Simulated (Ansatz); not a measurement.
**SiH₂O: ionisation energy by level of theory**

An exercise on one series of results from a longer session: the logs are not shown, and one member is left open.

Computed with Ansatz 0.2.0, Gaussian basis. Level: unrestricted cation, the program's frozen cores in correlated methods.

Levels to be run: UKS PBE-D4/def2-TZVPP; UKS r2SCAN-D4/def2-TZVPP; UKS PBE0-D4/def2-TZVPP; UKS B3LYP-D4/def2-TZVPP; UKS wB97X-V/def2-TZVPP; UKS wB97M-V/def2-TZVPP; UKS B2PLYP/def2-TZVPP; UHF-CCSD(T)/def2-TZVPP; UHF-CCSD(T)/def2-QZVPP; extrapolation to the limit; then −ε(HOMO) from the neutral's earlier runs with LDA (SPW92), PBE-D4, revPBE-D4, BLYP-D4, r2SCAN-D4, B97M-V, PBE0-D4, B3LYP-D4, r2SCANh-D4, r2SCAN0-D4, HSE06-D4, BHLYP-D4, CAM-B3LYP-D4, LC-ωPBE, ωB97X-V, ωB97M-V.

## The relaxed structure

The geometry comes from an earlier relaxation with PBE0-D4 in a triple-zeta def2 set; it is a stationary point.

SMILES `O[SiH]`, 4 atoms, charge 0, spin multiplicity 1.

Atoms are counted from 1 here; the program's logs count them from 0.

Bond lengths: O1–Si2 1.657 Å, O1–H3 0.961 Å, Si2–H4 1.532 Å. Angles: Si2–O1–H3 114.2°, O1–Si2–H4 94.4°.

Set-up of the first run:

Contents of in.yaml:

```yaml
crystal:
  periodic: [false, false, false]
  atoms:
    - {symbol: O, position_ang: [0.068429, -0.756938, 0.219738]}
    - {symbol: Si, position_ang: [0.235220, 0.867967, -0.060800]}
    - {symbol: H, position_ang: [0.735797, -1.125641, 0.804562]}
    - {symbol: H, position_ang: [-0.984046, 0.954412, -0.983801]}
basis:
  gaussian: {orbitals: def2-TZVPP}
total_charge: 1
magnetization: {spin_polarized: true, initial_magnetization: 1}
hamiltonian: {xc: pbe, dispersion: d4}
```

The run is started by

```sh
$ ansatz run in.yaml --threads 4 --pin off --events-out ev --progress --plain --max-ram 10444MiB
```

Steps of the session up to this table: Cation, UKS PBE-D4/def2-TZVPP; Cation, UKS r2SCAN-D4/def2-TZVPP; Cation, UKS PBE0-D4/def2-TZVPP; Cation, UKS B3LYP-D4/def2-TZVPP; Cation, UKS wB97X-V/def2-TZVPP; Cation, UKS wB97M-V/def2-TZVPP; Cation, UKS B2PLYP (frozen core)/def2-TZVPP; Cation, UHF-CCSD(T)/def2-TZVPP; Cation, UHF-CCSD(T)/def2-QZVPP.

One table of the session follows, with a row left open; its other results are not shown here.

Orbital estimates, from the neutral's runs:

| functional | −ε(HOMO) (eV) |
| --- | --- |
| LDA (SPW92) | 5.42 |
| PBE-D4 | 5.36 |
| revPBE-D4 | 5.33 |
| BLYP-D4 | 5.26 |
| r2SCAN-D4 | ? |
| B97M-V | 5.65 |
| PBE0-D4 | 6.47 |
| B3LYP-D4 | 6.31 |
| r2SCANh-D4 | 5.98 |
| r2SCAN0-D4 | 6.60 |
| HSE06-D4 | 6.07 |
| BHLYP-D4 | 7.50 |
| CAM-B3LYP-D4 | 7.79 |
| LC-ωPBE | 9.08 |
| ωB97X-V | 8.76 |
| ωB97M-V | 8.58 |

Q: Estimate the row for r2SCAN-D4 from the others.

Worked estimate for «−ε(HOMO) (eV)». Against the share of exact exchange, r2SCANh-D4 (0.1, 5.98), r2SCAN0-D4 (0.25, 6.60) give a slope of 4.13 per unit share; at 0 the line stands at 5.57.

**Answer.** −ε(HOMO) (eV): 5.57. In «−ε(HOMO) (eV)» the line misses by 0.00.
